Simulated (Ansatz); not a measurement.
**C4H7NO: one species, many methods**

Aim: compute C4H7NO with functionals from several rungs and with coupled cluster. The yardstick is the atomisation energy at the CCSD(T) limit.

Method: functionals in def2-TZVPP, the program's frozen cores in correlated methods; program: Ansatz 0.2.0, Gaussian basis.

Plan: LDA (SPW92), PBE-D4, revPBE-D4, BLYP-D4, r2SCAN-D4, B97M-V, PBE0-D4, B3LYP-D4, r2SCANh-D4, r2SCAN0-D4, HSE06-D4, BHLYP-D4, CAM-B3LYP-D4, LC-ωPBE, ωB97X-V, ωB97M-V, B2PLYP, PBE-QIDH; CCSD(T)/def2-SVP; CCSD(T)/def2-TZVPP; MP2/def2-QZVPP; extrapolation to the limit; RPA on PBE.

### 1 The relaxed structure

An earlier PBE0-D4 in a triple-zeta def2 set relaxation fixed the geometry.

SMILES `C=C(C)C(N)=O`, 13 atoms, charge 0, spin multiplicity 1.

Atoms are counted from 1 here; the program's logs count them from 0.

Bond lengths: C1–C2 1.330 Å, C1–H7 1.084 Å, C1–H8 1.084 Å, C2–C3 1.491 Å, C2–C4 1.500 Å, C3–H9 1.090 Å, C3–H10 1.094 Å, C3–H11 1.092 Å, C4–N5 1.358 Å, C4–O6 1.215 Å, N5–H12 1.003 Å, N5–H13 1.005 Å. Angles: C2–C1–H7 121.1°, C2–C1–H8 122.1°, H7–C1–H8 116.8°, C1–C2–C3 123.8°, C1–C2–C4 121.4°, C3–C2–C4 114.7°, C2–C3–H9 111.2°, C2–C3–H10 110.9°, C2–C3–H11 109.8°, H9–C3–H10 108.9°, H9–C3–H11 109.6°, H10–C3–H11 106.4°, C2–C4–N5 116.3°, C2–C4–O6 121.3°, N5–C4–O6 122.4°, C4–N5–H12 120.9°, C4–N5–H13 117.3°, H12–N5–H13 118.8°.

As a file:

```mol
C4H7NO
  3D, bonds by distance, orders not assigned

 13 12  0  0  0  0  0  0  0  0999 V2000
    0.1371   -1.0384   -1.1035 C   0  0
    0.1535   -0.3600    0.0408 C   0  0
    0.9636   -0.7563    1.2283 C   0  0
   -0.7337    0.8299    0.2556 C   0  0
   -1.0235    1.5708   -0.8452 N   0  0
   -1.1771    1.0965    1.3546 O   0  0
    0.7467   -1.9254   -1.2367 H   0  0
   -0.5092   -0.7615   -1.9284 H   0  0
    1.5245   -1.6708    1.0352 H   0  0
    1.6637    0.0371    1.5051 H   0  0
    0.3086   -0.9036    2.0894 H   0  0
   -0.4845    1.4779   -1.6857 H   0  0
   -1.5696    2.4039   -0.7094 H   0  0
  1  2  8  0
  2  3  8  0
  2  4  8  0
  4  5  8  0
  4  6  8  0
  1  7  8  0
  1  8  8  0
  3  9  8  0
  3 10  8  0
  3 11  8  0
  5 12  8  0
  5 13  8  0
M  END
```

### 2 LDA

This LDA is Slater exchange with PW92 correlation.

File in.yaml:

```yaml
crystal:
  periodic: [false, false, false]
  atoms:
    - {symbol: C, position_ang: [0.137126, -1.038423, -1.103506]}
    - {symbol: C, position_ang: [0.153464, -0.359978, 0.040759]}
    - {symbol: C, position_ang: [0.963604, -0.756289, 1.228292]}
    - {symbol: C, position_ang: [-0.733662, 0.829892, 0.255591]}
    - {symbol: N, position_ang: [-1.023517, 1.570755, -0.845172]}
    - {symbol: O, position_ang: [-1.177118, 1.096474, 1.354612]}
    - {symbol: H, position_ang: [0.746685, -1.925390, -1.236675]}
    - {symbol: H, position_ang: [-0.509228, -0.761478, -1.928365]}
    - {symbol: H, position_ang: [1.524506, -1.670781, 1.035165]}
    - {symbol: H, position_ang: [1.663669, 0.037106, 1.505062]}
    - {symbol: H, position_ang: [0.308571, -0.903648, 2.089352]}
    - {symbol: H, position_ang: [-0.484468, 1.477853, -1.685738]}
    - {symbol: H, position_ang: [-1.569625, 2.403899, -0.709365]}
basis:
  gaussian: {orbitals: def2-TZVPP}
hamiltonian: {xc: lda}
output: {orbitals: {seedname: orbitals}}
```

The run is started by

```console
$ ansatz run in.yaml --threads 4 --pin off --events-out ev --progress --plain --max-ram 10444MiB
```

The runs that follow: PBE-D4 (GGA); revPBE-D4 (GGA); BLYP-D4 (GGA); r2SCAN-D4 (meta-GGA); B97M-V (meta-GGA); B3LYP-D4 (hybrid); r2SCANh-D4 (hybrid); r2SCAN0-D4 (hybrid); HSE06-D4 (hybrid); BHLYP-D4 (hybrid); CAM-B3LYP-D4 (range-separated); LC-ωPBE (range-separated); ωB97X-V (range-separated); ωB97M-V (range-separated); B2PLYP (double hybrid); PBE-QIDH (double hybrid); CCSD(T) in def2-SVP; CCSD(T) in def2-TZVPP; MP2 in def2-QZVPP; RPA on PBE orbitals.

Q: Predict the results of all the runs planned. Wanted: atomisation energy, CCSD(T)/CBS; farthest beyond LDA; mean size of error, GGA; mean size of error, meta-GGA; mean size of error, hybrid; mean size of error, range-separated; mean size of error, double hybrid; gap, smallest and largest; T1 diagnostic.

**Answer**, as computed:

| quantity | value |
| --- | --- |
| atomisation energy, CCSD(T)/CBS | 5485.5 kJ/mol |
| functionals within 27.4 kJ/mol (0.5 %) | B97M-V, r2SCANh-D4, LC-ωPBE, ωB97X-V, PBE-QIDH |
| farthest beyond LDA | PBE-D4 (+201.8 kJ/mol) |
| mean size of error, GGA | 101.8 kJ/mol |
| mean size of error, meta-GGA | 28.1 kJ/mol |
| mean size of error, hybrid | 69.8 kJ/mol |
| mean size of error, range-separated | 29.9 kJ/mol |
| mean size of error, double hybrid | 20.5 kJ/mol |
| gap, smallest and largest | 3.90 eV (LDA (SPW92)), 11.65 eV (LC-ωPBE) |
| T1 diagnostic | 0.0137 |
| triples share of the correlation energy | 4.3 % |

**Reading.** LDA overbinds by 896.3 kJ/mol (16 %). PBE-D4 is off by +201.8 kJ/mol. Double hybrids carry the basis error of their MP2 part in triple zeta, and no dispersion term here, so their miss is partly the set-up's. Taken by rung, double hybrid functionals do best (20.5 kJ/mol on average) and GGA ones worst beyond LDA (101.8 kJ/mol). The gap between the best rungs is small, so their order is not settled. Misses under about 27.4 kJ/mol are within the doubt on the reference itself, which lacks core-valence correlation, relativity and higher excitations. Hartree-Fock recovers 71 % of the binding; the rest is correlation. CCSD(T) in def2-SVP is off by -242.9 kJ/mol, which most functionals beat. Orbital gaps span 3.9 to 11.6 eV; exact exchange widens them.
